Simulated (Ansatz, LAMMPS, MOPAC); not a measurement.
**TA phonon frequency at L of diamond-structure Ge: levels of theory against measurement**

Reference value: 63 cm⁻¹ (measured, temperature not stated, no zero-point or thermal correction, sources range from 62 to 63; as tabulated in Giannozzi et al., Phys. Rev. B (1991)).

```json
[
 {"level (code)": "PM6 semi-empirical Hartree-Fock (MOPAC) (MOPAC)", "value (cm⁻¹)": "73", "cell (Å³/atom)": "22.47"},
 {"level (code)": "SNAP Ge_Zuo_JPCA2020.quadratic.snap (LAMMPS)", "value (cm⁻¹)": "93", "cell (Å³/atom)": "24.08"},
 {"level (code)": "PBE (Ansatz)", "value (cm⁻¹)": "?", "cell (Å³/atom)": "23.89"},
 {"level (code)": "PBE-D3(BJ) (Ansatz)", "value (cm⁻¹)": "58", "cell (Å³/atom)": "23.14"}
]
```

Complete the blanks.


- PBE (Ansatz, a program for electronic structure), value (cm⁻¹): 59

Differences against the reference: PM6 semi-empirical Hartree-Fock (MOPAC) +15.9 %, SNAP Ge_Zuo_JPCA2020.quadratic.snap +48 %, PBE -6.3 %, PBE-D3(BJ) -7.9 %.

Nearest, and too close to rank with a margin of 3.0 % (twice that across the reference) picked here for doubts on the reference and the settings, and for temperature and zero-point motion: PBE (-6.3 %), PBE-D3(BJ) (-7.9 %). SNAP Ge_Zuo_JPCA2020.quadratic.snap (+48 %) misses by most. Within 10 %: PBE, PBE-D3(BJ).

The measured value isn't corrected to a static lattice, so vibrations enter the comparison.  PM6 semi-empirical Hartree-Fock (MOPAC): the method was fitted mainly to molecules. PM6 semi-empirical Hartree-Fock (MOPAC): the run uses a supercell at the zone centre in place of a k mesh. PBE, PBE-D3(BJ): the solid has no gap at this level, which affects its response. PBE-D3(BJ): the dispersion coefficients are held fixed in the derivatives. Each level is taken at its own relaxed cell. Ansatz's density-functional and Hartree–Fock values are scalar-relativistic unless marked +SOC, with PAW data made under PBE.

Machine-learned potentials (SNAP Ge_Zuo_JPCA2020.quadratic.snap) are trained on DFT data, which may include these solids.

Differences are worked out from the printed values.
